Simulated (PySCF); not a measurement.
**Computed NMR parameters against published values**

Numbering as in the mapped SMILES `[CH3:1][n:2]1[cH:3][cH:4][n:5][n:6]1`; H(Xn) means a hydrogen on atom n.

Measured values that the calculation should reproduce: δ ¹⁵N N6 -17.2; N5 -37.8; N2 -144.0 ppm (measured; solution, EtOH; Solvent effects on the nitrogen NMR chemical shifts in 1-methylazoles - a theoretical study, New J. Chem. 2015 (author manuscript)).
δ ¹⁵N N6 -27.5; N5 -42.6; N2 -141.7 ppm (measured; solution, H2O; Solvent effects on the nitrogen NMR chemical shifts in 1-methylazoles - a theoretical study, New J. Chem. 2015 (author manuscript)).
δ ¹⁵N N6 -10.7; N5 -24.1; N2 -147.2 ppm (measured; solution, Et2O; Solvent effects on the nitrogen NMR chemical shifts in 1-methylazoles - a theoretical study, New J. Chem. 2015 (author manuscript)).
δ ¹⁵N N6 -12.8; N5 -26.2; N2 -144.5 ppm (measured; solution, acetone; Solvent effects on the nitrogen NMR chemical shifts in 1-methylazoles - a theoretical study, New J. Chem. 2015 (author manuscript)).
δ ¹⁵N N6 -11.4; N5 -24.5; N2 -146.5 ppm (measured; solution, benzene; Solvent effects on the nitrogen NMR chemical shifts in 1-methylazoles - a theoretical study, New J. Chem. 2015 (author manuscript)).
δ ¹⁵N N6 -7.5; N5 -20.6; N2 -149.5 ppm (measured; solution, cyclohexane; M. Witanowski, Z. Biedrzycka, W. Sicinska, Z. Grabowski, J. Magn. Reson. 131 (1998) 54).

PySCF 2.14 calculation with PBE0-D3(BJ)/def2-TZVP geometry and NMR shieldings at B97-2/pcSseg-2/GIAO; relativity neglected, averaged over atoms made equivalent by symmetry, fast rotation or ring inversion, a single conformation, no solvent.

**Question.** How close does the calculation come?

**Answer.** 
Reference values: measured (solution, EtOH; Solvent effects on the nitrogen NMR chemical shifts in 1-methylazoles - a theoretical study, New J. Chem. 2015 (author manuscript)).
| atoms | quantity | reference | computed | computed, scaled |
| --- | --- | --- | --- | --- |
| N6 | δ ¹⁵N vs neat liquid CH3NO2 | -17.2 | – | -17.3 |
| N5 | δ ¹⁵N vs neat liquid CH3NO2 | -37.8 | – | -31.3 |
| N2 | δ ¹⁵N vs neat liquid CH3NO2 | -144.0 | – | -153.1 |

Reference values: measured (solution, H2O; Solvent effects on the nitrogen NMR chemical shifts in 1-methylazoles - a theoretical study, New J. Chem. 2015 (author manuscript)).
```json
{"atoms": "N6", "quantity": "δ ¹⁵N vs neat liquid CH3NO2", "reference": "-27.5", "computed": "–", "computed, scaled": "-17.3"}
{"atoms": "N5", "quantity": "δ ¹⁵N vs neat liquid CH3NO2", "reference": "-42.6", "computed": "–", "computed, scaled": "-31.3"}
{"atoms": "N2", "quantity": "δ ¹⁵N vs neat liquid CH3NO2", "reference": "-141.7", "computed": "–", "computed, scaled": "-153.1"}
```

Reference values: measured (solution, Et2O; Solvent effects on the nitrogen NMR chemical shifts in 1-methylazoles - a theoretical study, New J. Chem. 2015 (author manuscript)).
```json
{"atoms": "N6", "quantity": "δ ¹⁵N vs neat liquid CH3NO2", "reference": "-10.7", "computed": "–", "computed, scaled": "-17.3"}
{"atoms": "N5", "quantity": "δ ¹⁵N vs neat liquid CH3NO2", "reference": "-24.1", "computed": "–", "computed, scaled": "-31.3"}
{"atoms": "N2", "quantity": "δ ¹⁵N vs neat liquid CH3NO2", "reference": "-147.2", "computed": "–", "computed, scaled": "-153.1"}
```

Reference values: measured (solution, acetone; Solvent effects on the nitrogen NMR chemical shifts in 1-methylazoles - a theoretical study, New J. Chem. 2015 (author manuscript)).
```csv
atoms,quantity,reference,computed,"computed, scaled"
N6,δ ¹⁵N vs neat liquid CH3NO2,-12.8,–,-17.3
N5,δ ¹⁵N vs neat liquid CH3NO2,-26.2,–,-31.3
N2,δ ¹⁵N vs neat liquid CH3NO2,-144.5,–,-153.1
```

Reference values: measured (solution, benzene; Solvent effects on the nitrogen NMR chemical shifts in 1-methylazoles - a theoretical study, New J. Chem. 2015 (author manuscript)).
```json
{"atoms": "N6", "quantity": "δ ¹⁵N vs neat liquid CH3NO2", "reference": "-11.4", "computed": "–", "computed, scaled": "-17.3"}
{"atoms": "N5", "quantity": "δ ¹⁵N vs neat liquid CH3NO2", "reference": "-24.5", "computed": "–", "computed, scaled": "-31.3"}
{"atoms": "N2", "quantity": "δ ¹⁵N vs neat liquid CH3NO2", "reference": "-146.5", "computed": "–", "computed, scaled": "-153.1"}
```

Reference values: measured (solution, cyclohexane; M. Witanowski, Z. Biedrzycka, W. Sicinska, Z. Grabowski, J. Magn. Reson. 131 (1998) 54).
```
atoms                     quantity  reference  computed  computed, scaled
   N6  δ ¹⁵N vs neat liquid CH3NO2       -7.5         –             -17.3
   N5  δ ¹⁵N vs neat liquid CH3NO2      -20.6         –             -31.3
   N2  δ ¹⁵N vs neat liquid CH3NO2     -149.5         –            -153.1
```

Computed shifts are σ(ref) − σ with the named reference compound (TMS for H and C) calculated as an isolated molecule at the same level. The measured values may be among those fitted. Shieldings were converted by a linear fit to measured shifts: ¹⁵N: δ = -149.27 − 0.914σ (rms 6.8 ppm, 34 shifts vs CH3NO2, solution or neat liquid). A few per cent of atoms miss by over 2 rms, more outside the fitted compound classes.

18 of the 36 published NMR values on file for this molecule are compared. The rest: values from further sources.
